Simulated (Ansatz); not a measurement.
## How methods differ on CH5Al (SMILES [CH3][AlH2])

CH5Al has 7 atoms, charge 0, and is taken as a singlet. As SMILES, `[CH3][AlH2]`. The shape is that of a PBE0-D4/def2-TZVP optimisation.

```xyz
7

C    -0.4485   -0.6956   -0.3555
Al    0.5629    0.7783    0.4247
H    -1.0631   -1.2196    0.3808
H    -1.1344   -0.3064   -1.1182
H     0.1934   -1.4255   -0.8556
H     0.0160    1.5493    1.7034
H     1.9348    1.2516   -0.2254
```

Quantity: the energy change with the C1–H4 bond stretched from 1.097 to 2.194 Å, in eV. The values are calculated.

```json
{"level": "HF/STO-3G (restricted)", "kind": "Hartree–Fock", "program": "Ansatz", "value (eV)": "7.45", "less CCSDT/STO-3G": "+2.75", "CPU time (all runs)": "0.21 s"}
{"level": "SVWN5/STO-3G (restricted)", "kind": "LDA", "program": "Ansatz", "value (eV)": "5.58", "less CCSDT/STO-3G": "+0.88", "CPU time (all runs)": "1.6 s"}
{"level": "BLYP/STO-3G (restricted)", "kind": "GGA", "program": "Ansatz", "value (eV)": "5.11", "less CCSDT/STO-3G": "+0.41", "CPU time (all runs)": "2.7 s"}
{"level": "PBE0/STO-3G (restricted)", "kind": "global hybrid", "program": "Ansatz", "value (eV)": "5.99", "less CCSDT/STO-3G": "+1.29", "CPU time (all runs)": "2.5 s"}
{"level": "HSE06/STO-3G (restricted)", "kind": "range-separated hybrid", "program": "Ansatz", "value (eV)": "5.98", "less CCSDT/STO-3G": "+1.28", "CPU time (all runs)": "3 s"}
{"level": "wB97M-V/STO-3G (restricted)", "kind": "range-separated hybrid", "program": "Ansatz", "value (eV)": "6.09", "less CCSDT/STO-3G": "+1.39", "CPU time (all runs)": "43 s"}
{"level": "RPA@PBE/STO-3G (restricted)", "kind": "RPA", "program": "Ansatz", "value (eV)": "5.13", "less CCSDT/STO-3G": "+0.43", "CPU time (all runs)": "3.7 s"}
{"level": "MP2/STO-3G (restricted)", "kind": "perturbation theory", "program": "Ansatz", "value (eV)": "5.81", "less CCSDT/STO-3G": "+1.11", "CPU time (all runs)": "0.25 s"}
{"level": "BCCD(T)/STO-3G (restricted)", "kind": "coupled cluster or CI", "program": "Ansatz", "value (eV)": "4.70", "less CCSDT/STO-3G": "0.00", "CPU time (all runs)": "0.38 s"}
{"level": "CCSDT/STO-3G (restricted)", "kind": "coupled cluster or CI", "program": "Ansatz", "value (eV)": "4.70", "less CCSDT/STO-3G": "0.00", "CPU time (all runs)": "0.63 s"}
```

Differences are taken from CCSDT/STO-3G (restricted) for orientation; it has basis-set and higher-order errors of its own. At this stretch a single reference begins to fail. The first shape isn't each level's own minimum. The values span 4.70 to 7.45 eV. All rows use very small basis sets, so none should be taken for the real molecule's value. In so small a basis fixed costs decide the times, and correlated methods can beat functionals. Times are those of the runs behind each value, whatever else they computed, on shared processors of several kinds: orders of magnitude only.
